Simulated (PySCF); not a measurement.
# The bond of BF, level by level

One job finds the state of BF, follows it along the bond with each method and fits the curves.

Computed with PySCF 2.14.0. Level: B jorge-DZP-DKH, F jorge-DZP-DKH, spin-free X2C with a Gaussian nucleus.

## Step 1: The job

A driver script around PySCF takes these settings:

```yaml
atoms: B, F
charge: 0
basis: B jorge-DZP-DKH, F jorge-DZP-DKH
Hamiltonian: spin-free X2C with a Gaussian nucleus
basis_functions: 30
electrons_treated: 14
masses_in_u: 11.0093, 18.9984
levels: PBE0, PBE, r²SCAN, PW91, r²SCAN0, BHandHLYP, HF, MP2, SCS-MP2, CCSD, CCSD(T)
grid: 80 radial by 434 angular points
occupations: held fixed by the projection of orbital angular momentum
dissociation_limit: B + F, each in its ground configuration
starting_distance_in_angstrom: 1.430
values_of_2S_to_try: 0, 2
```

Further steps of the session: PBE0 along the bond; Higher solutions at PBE0; PBE (GGA); r²SCAN; PW91 (GGA); r²SCAN0; BHandHLYP; RHF (mean field); MP2 and coupled cluster.

Q: Predict the outcome of this session. Wanted: for each run, Re; ωe; De; μ.

The runs gave:

Lowest PBE0 solution found, without spin–orbit coupling: ¹Σ⁺ (singlet), closed shell. State 2 has its PBE0 minimum 3.15 eV higher. The other levels ran on the lowest alone.

| level | Re (Å) | ωe (cm⁻¹) | De (eV) | μ (D) |
| --- | --- | --- | --- | --- |
| RHF | 1.271 | 1426 | 5.53 | 0.81 |
| RHF-MP2 | 1.291 | 1355 | 7.51 | n/a |
| RHF-SCS-MP2 | 1.291 | 1353 | 7.30 | n/a |
| RHF-CCSD | 1.292 | 1351 | 7.08 | n/a |
| RHF-CCSD(T) | 1.295 | 1338 | 7.19 | n/a |
| PBE | 1.300 | 1298 | 7.83 | 0.99 |
| PW91 | 1.298 | 1302 | 7.87 | 0.98 |
| r²SCAN | 1.289 | 1341 | 7.54 | 1.00 |
| PBE0 | 1.286 | 1356 | 7.45 | 0.94 |
| r²SCAN0 | 1.280 | 1379 | 7.24 | 0.94 |
| BHandHLYP | 1.275 | 1400 | 7.05 | 0.87 |

De is counted to B + F in their ground configurations. A positive dipole means B(−)F(+).

Differences from CCSD(T) in the same basis:

| level | Re (mÅ) | ωe (%) |
| --- | --- | --- |
| RHF | -24 | +6.6 |
| RHF-MP2 | -4 | +1.3 |
| RHF-SCS-MP2 | -4 | +1.1 |
| RHF-CCSD | -3 | +0.9 |
| PBE | +5 | -3.0 |
| PW91 | +3 | -2.7 |
| r²SCAN | -6 | +0.2 |
| PBE0 | -9 | +1.4 |
| r²SCAN0 | -15 | +3.0 |
| BHandHLYP | -20 | +4.6 |

What this shows: Against CCSD(T) in the same basis, the bond length is nearest at RHF-CCSD and PW91 (3 mÅ off) and farthest at RHF (-24 mÅ); the wavenumber is nearest at r²SCAN (+0.2 %) and farthest at RHF (+6.6 %). Hartree–Fock falls on the short and stiff side, its usual fault. PBE gives a bond that is too long and too soft, as GGAs tend to. CCSD(T) in a basis this small is itself some way from its limit, more so than the functionals. Of the levels with a De here, RHF gives the least (5.53 eV) and PW91 the most (7.87 eV).

Correlated steps freeze 2 core orbitals.
